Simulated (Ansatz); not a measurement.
Eight cases of bond dissociation energy of first-row species (electronic energies, kJ/mol), geometries: B3LYP-D3(BJ)/def2-TZVP. Functionals by Ansatz (a quantum-chemistry and plane-wave program) in def2-TZVPD; columns hold the difference against the high level (Ansatz, AFQMC by cisd_afqmc): A = CCSD(T)/CBS(cc-pVQZ,cc-pV5Z) + [CCSDT(Q) - CCSD(T)]/cc-pVDZ + core + X2C; B = CCSD(T)/CBS(cc-pVQZ,cc-pV5Z) + [CCSDT(Q) - CCSD(T)]/cc-pVTZ + [CCSDTQ - CCSDT(Q)]/cc-pVDZ + core + X2C; C = CCSD(T)/CBS(cc-pVTZ,cc-pVQZ) + [CCSDT(Q) - CCSD(T)]/cc-pVDZ + core + X2C. The cases were drawn at random from those of this class that have a high level and all functionals, leaving out states under which another spin lies or may lie. Left out are anions, K, Ca, elements past Kr, ionisation of Li, Na and Mg, pi-pi* triplets of linear molecules and other triplets made from a closed-shell parent. Runs that doubt their state, and full CI more than 15 mEh from coupled cluster, are set aside; a case stays where another high level and all functionals remain. AFQMC serves as high level only in triple zeta or larger, with a steady walk, a bar under 0.8 kcal/mol and agreement with other high levels or trials where they ran; where none ran, an unstable determinant or (outside 3d species) a high T1 diagnostic also bars it, so strongly correlated cases are thinned. No case was kept or dropped by the size of a functional's miss. Each difference is the functional minus the high level; affinities count positive where energy is released, gaps as the second state minus the first. UHF or UKS for unpaired electrons; spin-orbit terms are left out. CBS(X,Y): correlation extrapolated as X^-3, Hartree-Fock from the larger set (Q,5: extrapolated as (X+1)exp(-9√X)). A bracket is a step between two methods taken in the basis named. The functionals are non-relativistic, so their misses hold any scalar relativity. '+ core + X2C': CCSD(T) terms for core correlation (cc-pwCVTZ) and scalar relativity (cc-pVTZ-DK). Where a partner has so few electrons that a lower coupled-cluster level is exact, that level stands in. The UHF reference of C2H2F (C=[C]F, doublet) is spin-contaminated (<S^2> up to 0.18 over the pure value in the sets run). The UHF reference of CH2N ([CH]=N, doublet) is spin-contaminated (<S^2> up to 0.08 over the pure value in the sets run). The UHF reference of C2H2N ([CH2]C#N, doublet) is spin-contaminated (<S^2> up to 0.19 over the pure value in the sets run). The UHF reference of C3H3 ([C]1=CC1, doublet) is spin-contaminated (<S^2> up to 0.14 over the pure value in the sets run).

| case | level | value | PBE | wB97M-V | CAM-B3LYP |
|---|---|---|---|---|---|
| CH3BF2 (difluoro(methyl)borane, SMILES CB(F)F) → BF2 (SMILES F[B]F, doublet) + CH3 (SMILES [CH3], doublet) | A | 477.6 | -16.3 | 7.9 | -13.4 |
| C2H3F (fluoroethene, SMILES C=CF) → C2H2F (SMILES C=[C]F, doublet) + H (doublet) | A | 499.5 | -24.1 | -0.4 | -7.9 |
| CH3N (SMILES C=N) → CH2N (SMILES N=[CH], doublet) + H (doublet) | B | 452.5 | -24.4 | -3.6 | -11.1 |
| CH2O2 (SMILES O=CO) → HO (SMILES [OH], doublet) + CHO (SMILES [CH]=O, doublet) | A | 482.9 | 7.4 | -1.5 | -11.5 |
| C2H7N (ethanamine, SMILES CCN) → C2H6N (SMILES [CH](C)N, doublet) + H (doublet) | C | 415.9 | -28.8 | -7.3 | -16.1 |
| N2H4 (hydrazine, SMILES NN) → N2H3 (SMILES [NH]N, doublet) + H (doublet) | A | 375.3 | -27.6 | -7.0 | -14.8 |
| C2H3N (acetonitrile, SMILES C(#N)C) → C2H2N (SMILES [CH2]C#N, doublet) + H (doublet) | A | 435.3 | -25.6 | -3.6 | -11.6 |
| C3H4 (SMILES C1CC=1) → C3H3 (SMILES C1C[C]=1, doublet) + H (doublet) | C | 484.8 | -16.3 | 2.1 | -1.1 |

Over these rows, PBE: mean -19.5, mean absolute 21.3, median absolute 24.2, largest -28.8; wB97M-V: mean -1.7, mean absolute 4.2, median absolute 3.6, largest +7.9; CAM-B3LYP: mean -10.9, mean absolute 10.9, median absolute 11.6, largest -16.1 kJ/mol. PBE lies above in 1 and below in 7 of the eight.
